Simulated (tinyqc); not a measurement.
Extended Hueckel theory, for LiF, step by step. One step of it, computed by the program tinyqc.

Problem. Wolfsberg-Helmholz matrix. H_ij = K' S_ij (H_ii + H_jj)/2 for i != j (the diagonal keeps H_ii), with K' = K + D^2 + D^4 (1 - K), D = (H_ii - H_jj)/(H_ii + H_jj), K = 2.

overlap S, order 1Li 2s, 1Li 2px, 1Li 2py, 1Li 2pz, 2F 2s, 2F 2px, 2F 2py, 2F 2pz:
$$\begin{pmatrix}
1.000000 & 0.000000 & 0.000000 & 0.000000 & 0.271235 & 0.000000 & 0.000000 & -0.070023 \\
0.000000 & 1.000000 & 0.000000 & 0.000000 & 0.000000 & 0.132784 & 0.000000 & 0.000000 \\
0.000000 & 0.000000 & 1.000000 & 0.000000 & 0.000000 & 0.000000 & 0.132784 & 0.000000 \\
0.000000 & 0.000000 & 0.000000 & 1.000000 & 0.409339 & 0.000000 & 0.000000 & -0.077164 \\
0.271235 & 0.000000 & 0.000000 & 0.409339 & 1.000000 & 0.000000 & 0.000000 & 0.000000 \\
0.000000 & 0.132784 & 0.000000 & 0.000000 & 0.000000 & 1.000000 & 0.000000 & 0.000000 \\
0.000000 & 0.000000 & 0.132784 & 0.000000 & 0.000000 & 0.000000 & 1.000000 & 0.000000 \\
-0.070023 & 0.000000 & 0.000000 & -0.077164 & 0.000000 & 0.000000 & 0.000000 & 1.000000
\end{pmatrix}$$

diagonal H_ii (eV): 1Li 2s -5.400000, 1Li 2px -3.500000, 1Li 2py -3.500000, 1Li 2pz -3.500000, 2F 2s -40.000000, 2F 2px -18.100000, 2F 2py -18.100000, 2F 2pz -18.100000

K = 2.000000

Give: H.

Solution.

H (eV), order 1Li 2s, 1Li 2px, 1Li 2py, 1Li 2pz, 2F 2s, 2F 2px, 2F 2py, 2F 2pz:
$$\begin{pmatrix}
-5.400 & 0.000 & 0.000 & 0.000 & -13.813 & 0.000 & 0.000 & 1.816 \\
0.000 & -3.500 & 0.000 & 0.000 & 0.000 & -3.224 & 0.000 & 0.000 \\
0.000 & 0.000 & -3.500 & 0.000 & 0.000 & 0.000 & -3.224 & 0.000 \\
0.000 & 0.000 & 0.000 & -3.500 & -19.661 & 0.000 & 0.000 & 1.874 \\
-13.813 & 0.000 & 0.000 & -19.661 & -40.000 & 0.000 & 0.000 & 0.000 \\
0.000 & -3.224 & 0.000 & 0.000 & 0.000 & -18.100 & 0.000 & 0.000 \\
0.000 & 0.000 & -3.224 & 0.000 & 0.000 & 0.000 & -18.100 & 0.000 \\
1.816 & 0.000 & 0.000 & 1.874 & 0.000 & 0.000 & 0.000 & -18.100
\end{pmatrix}$$
